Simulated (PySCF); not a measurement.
# M06-2X/STO-6G run of HBS (SMILES B=S)

What is the energy change on altering one bond length of HBS at M06-2X/STO-6G? Input form: a Python script.

Program for the calculation: PySCF 2.14.0.

9 further runs of the same task are left out: 9 set aside as unsound or not needed.

## 1. The system as given

HBS has 3 atoms, charge 0, and is taken as a singlet. SMILES: `B=S`. Geometry: relaxed at PBE0-D4/def2-TZVP.

Bond lengths: B1–S2 1.598 Å, B1–H3 1.175 Å. Angles: S2–B1–H3 180.0°.

## 2. The energy at M06-2X/STO-6G

Input file run.py:

```python
# hydrogen boron sulfide
from pyscf import gto, dft

mol = gto.Mole()
mol.atom = [
    ('B', (-0.038660, -0.014560, 0.134750)),
    ('S', (0.399170, 0.147640, -1.393290)),
    ('H', (-0.360510, -0.133080, 1.258530)),
]
mol.basis = 'sto-6g'
mol.max_memory = 1860
mol.verbose = 4
mol.spin = 0
mol.build()

mf = dft.RKS(mol, xc='m06-2x')
mf.conv_tol = 1e-10
mf.grids.level = 5
mf.kernel()
if not mf.converged:
    mf = mf.newton().run(mf.mo_coeff, mf.mo_occ)

etot = mf.e_tot
print('E(%s) = %.9f' % ('M06-2X', etot))
```

Run with:

```console
OMP_NUM_THREADS=1 python run.py
```

The log of the run:

```text
PySCF version 2.14.0

[INPUT] num. atoms = 3
[INPUT] num. electrons = 22
[INPUT] charge = 0
[INPUT] spin (= nelec alpha-beta = 2S) = 0
[INPUT] symmetry False subgroup None
[INPUT] Mole.unit = angstrom
[INPUT] Symbol           X                Y                Z      unit          X                Y                Z       unit  Magmom
[INPUT]  1 B     -0.038660000000  -0.014560000000   0.134750000000 AA   -0.073056811976  -0.027514412374   0.254640595285 Bohr   0.0
[INPUT]  2 S      0.399170000000   0.147640000000  -1.393290000000 AA    0.754321977143   0.278999165031  -2.632936512095 Bohr   0.0
[INPUT]  3 H     -0.360510000000  -0.133080000000   1.258530000000 AA   -0.681265165167  -0.251484752657   2.378277019549 Bohr   0.0

nuclear repulsion = 31.8010848419822
number of shells = 9
number of NR pGTOs = 90
number of NR cGTOs = 15
basis = sto-6g
ecp = {}

******** <class 'pyscf.dft.rks.RKS'> ********
method = RKS
initial guess = minao
damping factor = 0
level_shift factor = 0
DIIS = <class 'pyscf.scf.diis.CDIIS'>
diis_start_cycle = 1
diis_space = 8
diis_damp = 0
SCF conv_tol = 1e-10
SCF conv_tol_grad = None
SCF max_cycles = 50
direct_scf = True
direct_scf_tol = 1e-13
XC library pyscf.dft.libxc version 7.0.0
    S. Lehtola, C. Steigemann, M. J.T. Oliveira, and M. A.L. Marques.,  SoftwareX 7, 1–5 (2018)
XC functionals = m06-2x
    Y. Zhao and D. G. Truhlar.,  Theor. Chem. Acc. 120, 215 (2008)
    Y. Zhao and D. G. Truhlar.,  Theor. Chem. Acc. 120, 215 (2008)
radial grids:
    Treutler-Ahlrichs [JCP 102, 346 (1995); DOI:10.1063/1.469408] (M4) radial grids

becke partition: Becke, JCP 88, 2547 (1988); DOI:10.1063/1.454033
pruning grids: <function nwchem_prune>
grids dens level: 5
symmetrized grids: False
atomic radii adjust function: <function treutler_atomic_radii_adjust>
small_rho_cutoff = 0
Set gradient conv threshold to 1e-05
Initial guess from minao.
tot grids = 109752
init E= -422.046641998567
  HOMO = -0.298226850514483  LUMO = 0.0596181838103452  gap/eV = 9.73746
cycle= 1 E= -422.057806193804  delta_E= -0.0112  |g|= 0.424  |ddm|= 2.22
  HOMO = -0.224086235552353  LUMO = 0.117393975208399  gap/eV = 9.29215
cycle= 2 E= -421.806013450063  delta_E= 0.252  |g|= 1.02  |ddm|= 1.84
  HOMO = -0.238895935762741  LUMO = 0.146785123671262  gap/eV = 10.49492
cycle= 3 E= -422.139198711519  delta_E= -0.333  |g|= 0.0459  |ddm|= 1.16
  HOMO = -0.250675358834911  LUMO = 0.149915930452337  gap/eV = 10.90064
cycle= 4 E= -422.139918774974  delta_E= -0.00072  |g|= 0.00537  |ddm|= 0.0675
  HOMO = -0.250338282371934  LUMO = 0.150377857485557  gap/eV = 10.90404
cycle= 5 E= -422.139930712649  delta_E= -1.19e-05  |g|= 0.000486  |ddm|= 0.0126
  HOMO = -0.250440370812529  LUMO = 0.15027568946879  gap/eV = 10.90404
cycle= 6 E= -422.139930823258  delta_E= -1.11e-07  |g|= 0.000111  |ddm|= 0.00122
  HOMO = -0.250446664036303  LUMO = 0.150296603361984  gap/eV = 10.90478
cycle= 7 E= -422.139930827063  delta_E= -3.81e-09  |g|= 2.59e-05  |ddm|= 0.000153
  HOMO = -0.250450897384674  LUMO = 0.150298407287018  gap/eV = 10.90494
cycle= 8 E= -422.139930827285  delta_E= -2.22e-10  |g|= 1.12e-06  |ddm|= 3.91e-05
  HOMO = -0.250451028566334  LUMO = 0.150298514589631  gap/eV = 10.90495
cycle= 9 E= -422.139930827286  delta_E= -6.25e-13  |g|= 1.26e-08  |ddm|= 1.59e-06
  HOMO = -0.250451031140181  LUMO = 0.150298517366155  gap/eV = 10.90495
Extra cycle  E= -422.139930827286  delta_E= -2.27e-13  |g|= 1.94e-08  |ddm|= 4.3e-08
converged SCF energy = -422.139930827286
E(M06-2X) = -422.139930827
```

Wall time 2.5 s (1 thread of Arm Neoverse V1, shared host); peak memory 0.17 GiB.

## 3. The distorted shape

Input file geometry.xyz:

```xyz
3

B      0.540678     0.198779    -1.888083
S      0.978508     0.360979    -3.416123
H     -0.360510    -0.133080     1.258530
```

Input file calc.py:

```python
from pyscf import gto, dft

molecule = gto.M(
    atom='geometry.xyz',
    basis='sto-6g',
    verbose=3,
    charge=0,
    max_memory=1860,
    spin=0,
)

myscf = dft.RKS(molecule, xc='m06-2x')
myscf.grids.level = 5
myscf.conv_tol = 1e-10
myscf.kernel()
if not myscf.converged:
    myscf = myscf.newton().run(myscf.mo_coeff, myscf.mo_occ)

energy = myscf.e_tot
print('E = %.10f Eh' % energy)
```

Run with:

```console
OMP_NUM_THREADS=1 python calc.py
```

The log of the run:

```text
converged SCF energy = -421.802015931034
E = -421.8020159310 Eh
```

Run time: 2.8 s. Hardware: 1 thread of Arm Neoverse V1, shared host; peak memory 0.17 GiB.

## 4. Outcome

At M06-2X/STO-6G:

```
                                                         quantity          value
                                        first shape: total energy  -422.13993 Eh
                                       first shape: dipole moment         0.37 D
                                         first shape: HOMO energy       -6.82 eV
                                         first shape: LUMO energy        4.09 eV
                                       first shape: HOMO–LUMO gap       10.90 eV
                                    distorted shape: total energy  -421.80202 Eh
                                   distorted shape: dipole moment         0.20 D
                                     distorted shape: HOMO energy       -4.55 eV
                                     distorted shape: LUMO energy       -1.19 eV
                                   distorted shape: HOMO–LUMO gap        3.36 eV
energy change with the B1–H3 bond stretched from 1.175 to 3.290 Å       9.195 eV
```

**Reading.** One bond (distorted shape) is far stretched, which a spin-restricted single reference describes badly; a broken-symmetry solution may lie lower. With the B1–H3 bond stretched from 1.175 to 3.290 Å the energy rises by 9.20 eV (212 kcal/mol). The first shape isn't relaxed at this level, so the change isn't measured from a minimum. A restricted reference can't describe the breaking bond well at this length. The minimal basis adds a large error of its own. Mulliken charges (first shape) run from -0.04 on B1 to +0.06 on S2; they depend strongly on the basis.
